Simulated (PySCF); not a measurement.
CH, SMILES [CH] (connectivity only; charge and spin as stated), charge +1, multiplicity 1. Atoms are numbered in the order given.

```xyz
2

C      0.0000     0.0000    -0.1629
H      0.0000     0.0000     0.9775
```
Charge +1, spin multiplicity 1.

The structure is a stationary point at PBE0-D3(BJ)/def2-TZVPD.

Computed with PBE/def2-TZVPD (PySCF).

Mulliken values depend strongly on the basis, most of all with diffuse functions as here. Atomic charges (e):

| atom | Mulliken | IAO |
|---|---|---|
| C1 | 0.69 | ? |
| H2 | 0.31 | ? |

Task: Fill in the missing entries. (An estimate is asked for; the answer gives what the named calculation found.)

Result: 
- C1, IAO: 0.69
- H2, IAO: 0.31
